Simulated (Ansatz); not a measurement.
A made-up structure of CH$_{4}$NSi, doublet:

```xyz
7
angstrom
N -1.0106 0.4314 -0.3858
C 0.1500 0.1155 0.1975
Si 1.1305 -1.3858 -0.2752
H -1.3835 -0.1589 -1.1140
H -1.5464 1.2444 -0.1338
H 0.4407 0.8313 0.9649
H 0.5136 -0.2859 1.1087
```

It is relaxed with PBE-D4/def2-SVP and then PBE0-D4/def2-TZVP (Ansatz 0.2.0). Atoms count as bonded within 1.22 times the sum of their covalent radii (H–H: 0.88 Å). The end point is not checked to be a true minimum.

(1) Does its bonding change? (Judge from chemistry; the calculation decides.)

Answers

(1) By the calculation: No: no bond forms or breaks.

Where it ends: The first stage lowers the energy by 1.89 eV in 11 steps. It ends as CH₄NSi ([NH2][CH2][Si]):
N1  (-0.928, 0.578, -0.505)
C2  (0.207, 0.138, 0.259)
Si3  (1.296, -1.285, -0.280)
H4  (-1.353, -0.179, -1.025)
H5  (-1.637, 1.023, 0.062)
H6  (0.759, 0.993, 0.666)
H7  (-0.049, -0.475, 1.186)
(Å)

Labels in which every atom is bracketed show which atoms are joined, not bond orders.

For scale, one of the runs: PBE0-D4/def2-TZVP relaxation, 123 basis functions, launched by `ansatz run in.yaml --threads 2 --pin off --events-out ev --progress --plain --max-ram 4352MiB`. Hardware: 2 CPU threads of an Arm Neoverse N1, shared host. Wall time about 76 s.
